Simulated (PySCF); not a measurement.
System (SMILES): FCl (F-Cl).
Geometry (B3LYP-D3(BJ)/def2-TZVP, fixed):
```xyz
2

F      0.0000     0.0000    -1.0729
Cl     0.0000     0.0000     0.5680
```

Basis-set convergence of the lowest singlet excitation energy at PBE0 with PySCF. Tamm-Dancoff approximation; the state is taken by its order, and sets in which it differs in degeneracy or brightness are left out, yet its character can still change. All functions are spherical. Density fitting with generated auxiliary sets. No added dispersion term, no relativity. Reference: the value in aug-pcseg-3, 4.074 eV, itself unsure by roughly 0.007 eV (its mean distance from aug-cc-pV(Q+d)Z, aug-pcseg-2, aug-cc-pV(T+d)Z). Deviations are taken from unrounded values. Cost is core time over that of aug-pcseg-1, rough, on shared machines of one kind; a dash marks a row that isn't timed (too short, read off another run, short of memory, by another algorithm or on other hardware).

```
basis        functions  lowest singlet excitation energy (eV)  minus reference (eV)  cost
-----------  ---------  -------------------------------------  --------------------  ----
pcseg-0             22                                  4.332                 0.258     -
pcseg-1             32                                  4.175                 0.101     -
aug-pcseg-1         50                                  4.087                 0.013    1×
def2-SVPD           50                                  4.096                 0.022  0.6×
pcseg-2             64                                  4.138                 0.064  0.8×
def2-TZVPD          86                                  4.071                -0.003    3×
def2-TZVPPD         91                                  4.071                -0.003    2×
aug-pcseg-2         96                                  4.091                 0.018    3×
pcseg-3            124                                  4.091                 0.017    4×
def2-QZVPPD        145                                  4.076                 0.002   10×
aug-pcseg-3        174                                  4.074                 0.000   10×
pcseg-4            206                                  4.076                 0.003   20×
```

The smallest set listed that lies within 0.05 eV of the reference with all its larger relatives (same family, alike in diffuse functions; a set with none counts only in the reference's own line) is aug-pcseg-1 (50 functions, 1× in cost, 0.013 eV off), level with def2-SVPD.
